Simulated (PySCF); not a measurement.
**Li₂O: a search over shapes**

Which structure of Li₂O lies lowest? The starts are linear and bent; the spin state tried: singlet. Each end point is tested by its vibrations.

Method: PBE0, basis O def2-TZVP, Li def2-TZVP, no relativity, density fitting; program: PySCF 2.14.0.

**1. The system as given**

3 atoms, charge 0, spin multiplicity 1.

Bond lengths: O1–Li2 1.960 Å, O1–Li3 1.960 Å. Angles: Li2–O1–Li3 180.0°.

```xyz
3
charge 0 multiplicity 1
O     0.0000    0.0000    0.0000
Li    0.0000    0.0000    1.9600
Li    0.0000    0.0000   -1.9600
```

**2. Linear start, singlet: relaxation**

One driver script runs all steps and calls PySCF; scf.py shows how it sets up the SCF of each step. The optimiser is the driver's own. Before each start the driver seeks the lowest SCF state from one or more starting densities and follows internal instabilities, so scf.py alone need not reach the same state.

The program finds D∞h symmetry in the start, which this walk keeps. Threshold on the gradient: 0.0003 Eh/bohr, with a further test on the energy change.

scf.py

```python
from pyscf import gto, scf, dft
mol = gto.M(atom='''
O      0.000000     0.000000     0.000000
Li     0.000000     0.000000     1.960000
Li     0.000000     0.000000    -1.960000''',
    basis={'O': 'def2-TZVP', 'Li': 'def2-TZVP'},
    charge=0, spin=0)
mf = dft.RKS(mol, xc='PBE0')
mf.grids.atom_grid = (50, 194)
aux = {'O': 'def2-universal-JKFIT', 'Li': 'def2-universal-JKFIT'}
mf = mf.density_fit(auxbasis=aux)
mf.kernel()
```

Further steps of the session: Frequencies; Relaxing the singlet from the bent start.

**Question.** What will these runs give? Wanted: lowest minimum; geometry; wavenumbers; dipole moment; highest occupied, lowest empty level; polar-tensor charge of O1; zero-point energy; atomisation energy.

**Answer**, as computed:

| quantity | value |
| --- | --- |
| lowest minimum | singlet, D∞h |
| geometry | O–Li 1.605 Å (×2); Li–O–Li 180.0° |
| wavenumbers (cm⁻¹) | 138 (πu), 813 (σg+), 1066 (σu+) |
| dipole moment | 0.00 D |
| highest occupied, lowest empty level | -4.28, -0.46 eV |
| polar-tensor charge of O1 | -1.43 e |
| zero-point energy | 12.9 kJ/mol |
| entropy at 298.15 K | 229.4 J/(mol K) |
| atomisation energy (no zero-point energy) | 670 kJ/mol |

The lowest minimum found is the singlet of D∞h symmetry. The strongest infrared band lies at 138 cm⁻¹ (πu, bend). The dipole vanishes although O1 carries -1.4 e by the polar tensor: the bond dipoles cancel. A search over typed starts can miss a lower isomer.
